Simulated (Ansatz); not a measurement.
# C3H5 radical: a ladder of functionals and wavefunction methods

How much do the methods differ for C3H5 radical? The plan is to run it at one geometry with functionals of several rungs and with coupled cluster, and see how far each lands from CCSD(T) at the basis-set limit for the atomisation energy.

Method: functionals in def2-TZVPP, the program's frozen cores in correlated methods; program: Ansatz 0.2.0, Gaussian basis.

Levels to be run: LDA (SPW92), PBE-D4, revPBE-D4, BLYP-D4, r2SCAN-D4, B97M-V, PBE0-D4, B3LYP-D4, r2SCANh-D4, r2SCAN0-D4, HSE06-D4, BHLYP-D4, CAM-B3LYP-D4, LC-ωPBE, ωB97X-V, ωB97M-V, B2PLYP, PBE-QIDH; CCSD(T)/def2-SVP; CCSD(T)/def2-TZVPP; MP2/def2-QZVPP; extrapolation to the limit; RPA on PBE.

## (1) The geometry

All runs share one geometry, relaxed beforehand with PBE0-D4 in a triple-zeta def2 set.

SMILES `[CH2]C=C`, 8 atoms, charge 0, spin multiplicity 2.

Atoms are counted from 1 here; the program's logs count them from 0.

Bond lengths: C1–C2 1.378 Å, C1–H4 1.084 Å, C1–H5 1.082 Å, C2–C3 1.378 Å, C2–H6 1.088 Å, C3–H7 1.084 Å, C3–H8 1.082 Å. Angles: C2–C1–H4 120.9°, C2–C1–H5 121.5°, H4–C1–H5 117.6°, C1–C2–C3 124.8°, C1–C2–H6 117.6°, C3–C2–H6 117.6°, C2–C3–H7 120.9°, C2–C3–H8 121.5°, H7–C3–H8 117.6°.

## (2) LDA

This LDA is Slater exchange with PW92 correlation.

The input, in.yaml:

```yaml
crystal:
  periodic: [false, false, false]
  atoms:
    - {symbol: C, position_ang: [-0.457089, 0.959226, -0.623308]}
    - {symbol: C, position_ang: [0.342939, 0.232953, 0.231866]}
    - {symbol: C, position_ang: [0.220571, -1.119929, 0.463329]}
    - {symbol: H, position_ang: [-1.255757, 0.480863, -1.179374]}
    - {symbol: H, position_ang: [-0.314120, 2.022338, -0.765457]}
    - {symbol: H, position_ang: [1.128280, 0.766442, 0.762859]}
    - {symbol: H, position_ang: [-0.543966, -1.703460, -0.037558]}
    - {symbol: H, position_ang: [0.879151, -1.638443, 1.147631]}
basis:
  gaussian: {orbitals: def2-TZVPP}
magnetization: {spin_polarized: true, initial_magnetization: 1}
hamiltonian: {xc: lda}
output: {orbitals: {seedname: orbitals}}
```

The runs that follow: PBE-D4 (GGA); revPBE-D4 (GGA); BLYP-D4 (GGA); r2SCAN-D4 (meta-GGA); B97M-V (meta-GGA); PBE0-D4 (hybrid); B3LYP-D4 (hybrid); r2SCANh-D4 (hybrid); r2SCAN0-D4 (hybrid); HSE06-D4 (hybrid); BHLYP-D4 (hybrid); CAM-B3LYP-D4 (range-separated); LC-ωPBE (range-separated); ωB97X-V (range-separated); ωB97M-V (range-separated); B2PLYP (double hybrid); PBE-QIDH (double hybrid); CCSD(T) in def2-SVP; CCSD(T) in def2-TZVPP; MP2 in def2-QZVPP; RPA on PBE orbitals.

**Question.** What will the summary of the whole plan be? Wanted: atomisation energy, CCSD(T)/CBS; farthest beyond LDA; mean size of error, GGA; mean size of error, meta-GGA; mean size of error, hybrid; mean size of error, range-separated; mean size of error, double hybrid; gap, smallest and largest; T1 diagnostic.

**Answer**, as computed:

```
                               quantity                                                    value
        atomisation energy, CCSD(T)/CBS                                                33.133 eV
    functionals within 0.166 eV (0.5 %)  r2SCAN0-D4, LC-ωPBE, ωB97X-V, ωB97M-V, B2PLYP, PBE-QIDH
                    farthest beyond LDA                                       PBE-D4 (+0.979 eV)
                mean size of error, GGA                                                 0.491 eV
           mean size of error, meta-GGA                                                 0.365 eV
             mean size of error, hybrid                                                 0.361 eV
    mean size of error, range-separated                                                 0.179 eV
      mean size of error, double hybrid                                                 0.076 eV
              gap, smallest and largest                 1.05 eV (LDA (SPW92)), 9.07 eV (LC-ωPBE)
                          T1 diagnostic                                                   0.0279
triples share of the correlation energy                                                    4.0 %
```

In words: The LDA atomisation energy is off by 4.572 eV (14 %): it overbinds. PBE-D4 is off by +0.979 eV. Double hybrids carry the basis error of their MP2 part in triple zeta, and no dispersion term here, so their miss is partly the set-up's. By mean error the best rung here is double hybrid (0.076 eV) and the worst beyond LDA is GGA (0.491 eV). Misses under about 0.166 eV are within the doubt on the reference itself, which lacks core-valence correlation, relativity and higher excitations. Hartree-Fock recovers 77 % of the binding; the rest is correlation. CCSD(T) in def2-SVP is off by -1.175 eV, which most functionals beat. Orbital gaps span 1.0 to 9.1 eV; exact exchange widens them. The UHF reference is spin-contaminated (⟨S²⟩ = 0.95 against 0.75).
